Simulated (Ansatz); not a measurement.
## Ansatz (development build ahead of 0.2.0) run

```yaml
crystal:
  periodic: [false, false, false]
  atoms:
    - { symbol: O, position_ang: [0.0, 0.0, 0.08042] }
    - { symbol: H, position_ang: [1.01835, 0.0, -0.21447] }
    - { symbol: H, position_ang: [-0.50918, 0.88192, -0.21447] }
    - { symbol: H, position_ang: [-0.50918, -0.88192, -0.21447] }
basis:
  gaussian: { orbitals: def2-TZVP }
total_charge: 1
hamiltonian:
  xc: hf
```

The input is written out in the form of the current development build from the run's settings.

The run gave:

```json
{
  "Converged": "yes",
  "Total energy": "-76.31694 hartree",
  "Spin squared of the determinant": "0.000"
}
```
